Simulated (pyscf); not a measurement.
Structures and frequencies: ωB97X-D3(BJ)/def2-SVP in PySCF. MP2 and CC: frozen core, UHF for open shells. ΔMP2 is the change of the MP2 total energy from the triple- to the quadruple-zeta basis.

Task: List the bond dissociation enthalpies at 298 K of H₂N–SiH₂–NH₂ (SMILES N[SiH2]N) from CCSD(T)/def2-TZVPP + ΔMP2(QZVPP), from the weakest bond up.

Result: H–Si to H₂N–SiH•–NH₂ + H•: 392.0 kJ/mol; N–Si to NH₂• + H₂N–SiH₂•: 447.1 kJ/mol; H–N to •HN–SiH₂–NH₂ + H•: 464.9 kJ/mol. Ring and multiple bonds, and those that leave no two simple radicals, are not listed. •HN–SiH₂–NH₂ lies 77.2 kJ/mol over its isomer H₂N–SiH•–NH₂, and others may lie lower still (electronic energy, ωB97M-D3(BJ)). Other isomers of H₂N–SiH₂•, H₂N–SiH•–NH₂ were not searched in full and may lie lower. The CCSD(T) − MP2 part came from Ansatz, without density fitting, on the same reference.
